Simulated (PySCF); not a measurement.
Beryllium: a sound run and one with changed settings

Sound run: Be [He] 2s2, Be⁺ [He] 2s1. Calculation: PySCF 2.14, in aug-cc-pVDZ-DK (4s3p2d, 23 functions); the spin-free X2C one-electron Hamiltonian (Gaussian nucleus). In the sound run the correlated levels freeze 1s2. The sound run starts from symmetry-adapted Hartree-Fock orbitals and uses a fine grid where one is needed.

Changed run: initial guess minao, at most 50 SCF cycles, level shift 0.5 hartree.

| species | method | sound run (hartree) | changed run (hartree) | converged |
| --- | --- | --- | --- | --- |
| Be | UHF | -14.57489 | -14.57489 | yes |
| Be | PBE0 | -14.63776 | -14.63776 | yes |
| Be | BP86 | -14.66007 | -14.66007 | yes |
| Be | MP2 | -14.60066 | -14.58768 | yes |
| Be | CCSD(T) | -14.61939 | -14.61939 | yes |
| Be⁺ | UHF | -14.27811 | -14.27811 | yes |
| Be⁺ | PBE0 | -14.30655 | -14.30655 | yes |
| Be⁺ | BP86 | -14.32378 | -14.32378 | yes |

Ionisation energy of Be:

| method | sound run (eV) | changed run (eV) |
| --- | --- | --- |
| UHF | 8.076 | 8.076 |
| PBE0 | 9.013 | 9.013 |
| BP86 | 9.151 | 9.151 |
| MP2 | 8.777 | 8.424 |
| SCS-MP2 | 8.917 | 8.493 |
| CCSD | 9.287 | 9.287 |
| CCSD(T) | 9.287 | 9.287 |
| CCSDT | 9.287 | 9.287 |
| FCI | 9.287 | 9.287 |

A level shift leaves the converged SCF energy unchanged but raises the virtual orbital energies, which shrinks MP2 if it is not removed.

For comparison, NIST gives 9.323 eV between the lowest levels.
